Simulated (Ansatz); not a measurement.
# How far each method lies from UCCSDT(Q) for [Br···H···N], quartet

Geometry: a point of a hydrogen-transfer path between rigid fragments, not a stationary point.

```xyz
3

Br    0.0000    0.0000   -1.4129
H     0.0000    0.0000    0.0077
N     0.0000    0.0000    1.4051
```

Basis cc-pVTZ; Ansatz 0.2.0. Correlated methods freeze the noble-gas cores and the filled d shells of p-block atoms, which leaves 13 electrons in 72 orbitals. R marks a restricted (for open shells ROHF) determinant, U an unrestricted one. Active spaces: valence = (13e, 9o) chosen from the atoms' valence shells. No spin–orbit coupling is included, and no scalar relativity.

Full CI isn't at hand for all of this; UCCSDT(Q) serves as the reference, and is uncertain by about the last step of the cluster series. The frozen core follows each run's orbitals, which can shift R against U totals by a few meV for light atoms and by up to 0.1 eV past Ca.

- UHF ⟨S²⟩: 3.770
- T1 diagnostic (RCCSD): 0.0230
- largest doubles amplitude (RCCSD): 0.037
- T1 diagnostic (UCCSD): 0.0136

Problem. From what is known of these methods and the diagnostics, rank them by the size of their error in total energy against UCCSDT(Q) in cc-pVTZ, smallest first (an estimate: the text doesn't fix the numbers).
A. UMP2
B. UCCSDT
C. UCCSD
D. UHF
E. UCCSD(T)

Solution. B (1.1 kJ/mol), E (3.7 kJ/mol), C (31.5 kJ/mol), A (119.9 kJ/mol), D (861.2 kJ/mol).

All errors are against UCCSDT(Q) in cc-pVTZ. Within each family the higher level lies nearer, as is usual though not guaranteed.

Natural occupations of CASSCF (valence space) about the gap: 1.996 1.973 1.002 1.000 1.000 0.030; effectively unpaired electrons, Σ n²(2−n)², 3.01.
